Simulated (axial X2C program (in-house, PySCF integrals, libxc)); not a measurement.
## What spin–orbit coupling does to AlH⁻

All values were computed with an in-house all-electron X2C program for linear molecules (integrals from PySCF). Spin-free means the one-electron spin-free X2C Hamiltonian; two-component (2c) means X2C with spin–orbit coupling and atomic mean-field two-electron Coulomb and Gaunt terms, so the difference of the two also holds small scalar two-electron terms. Basis: Al dyall-av3z [9s9p3d2f], H dyall-av3z [7s3p2d] (cores contracted in-house); Gaussian nuclei, density fitting, unrestricted open shells. Masses: Al 26.982 u, H 1.008 u.

Spin-free state: M_S = 1/2, Λ = 1 (beyond evenly filled blocks: π+α); fragments Al + H- for PBE0, MP2, CCSD, CCSD(T), BLYP; Al- + H for HF.

| level | Re (Å) | ωe (cm⁻¹) | De (eV) | μ (D) |
| --- | --- | --- | --- | --- |
| PBE0 | 1.699 | 1482.4 | 2.638 | 0.14 |
| HF | 1.678 | 1572.0 | n/a | 0.39 |
| MP2 | 1.687 | 1533.4 | 2.643 | n/a |
| CCSD | 1.691 | 1503.6 | 2.509 | n/a |
| CCSD(T) | 1.694 | 1492.5 | 2.570 | n/a |
| BLYP | 1.708 | 1431.1 | 2.404 | -0.06 |

Correlated methods: 5 electrons correlated (number of frozen shells: Al 2 s, 1 p; H none), 151 virtual spin orbitals or spinors in MP2, 90 natural virtuals in coupled cluster.

Dipoles are positive if H is the positive end and refer to the centre of mass.

(1) Within this multiplet, which Ω should lie lowest by the rule for regular and inverted multiplets?

Two-component determinant lowest at the distance of the search:

Ω = 1/2 (⟨Sz⟩ = -0.50, ⟨Lz⟩ = 1.00 at HF); fragments Al + H- for PBE0, MP2, CCSD, CCSD(T), BLYP; Al- + H for HF.

```csv
level,Re (Å),ωe (cm⁻¹),De (eV),μ (D)
PBE0,1.699,1481.8,2.640,0.14
HF,1.678,1571.1,n/a,0.39
MP2,1.687,1532.8,2.641,n/a
CCSD,1.691,1503.0,2.503,n/a
CCSD(T),1.694,1491.9,2.565,n/a
BLYP,1.708,1430.4,2.406,-0.06
```

(2) From the two tables, how do the constants change at the CCSD(T) level (2c against spin-free)?

Occupations by symmetry block were frozen at the best pattern of an incomplete PBE0 search. Dissociation energies refer to the lowest single-determinant-based atoms at the same level and basis. De is not given where an atomic determinant may have missed its ground term or J level, or where the truncated virtual space spoils (T). Density functionals use the spin component along the axis (collinear). CCSD and (T) use frozen natural virtuals with an MP2 correction for the truncation; (T) itself is uncorrected, so its De runs slightly low. The highest occupied level is positive at some bond lengths even in Hartree–Fock (under at least one Hamiltonian), so the basis set holds the extra electron there; where that holds at Re the anion is at best weakly bound and its constants depend on the basis. The 2c atoms are single determinants rather than J levels; their spin–orbit lowering is only partly caught, and De is too large by that part. This holds for PBE0, BLYP. The functionals have no current-density term, which raises determinants with orbital currents, atoms included.

## Answers

(1) The open π shell holds one electron, so the multiplet is regular: Ω = Λ − 1/2 = 1/2. The PBE0 2c search agrees, though Ω = 3/2 of the search lies only 0.00 eV higher.

(2) At the CCSD(T) level Re is unchanged within 0.001 Å and ωe falls by 0.6 cm⁻¹; De changes by -0.005 eV.
